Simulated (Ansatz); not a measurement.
isobutane (C4H10), SMILES CC(C)C.

Coordinates come from a B3LYP-D3(BJ)/def2-SVP optimisation.

Two levels are set side by side: PBE/def2-TZVPD (Ansatz, an electronic-structure program) and PBE0/def2-TZVPD (Ansatz). Energy differences of separate SCF runs at the same geometry; the states with an electron removed or added have multiplicity 2 and 2. Differences are taken from unrounded values.

```json
[
 {"quantity": "vertical ionisation energy (eV)", "PBE0": "11.13"},
 {"quantity": "vertical singlet–triplet gap (eV)", "PBE0": "8.14"}
]
```

**Question.** What does PBE give, and how far is it from PBE0? (The exact figures need the calculation; the answer reports its results.)

**Answer.** 
| quantity | PBE | PBE minus PBE0 |
|---|---|---|
| vertical ionisation energy (eV) | 10.74 | -0.39 |
| vertical singlet–triplet gap (eV) | 7.60 | -0.53 |
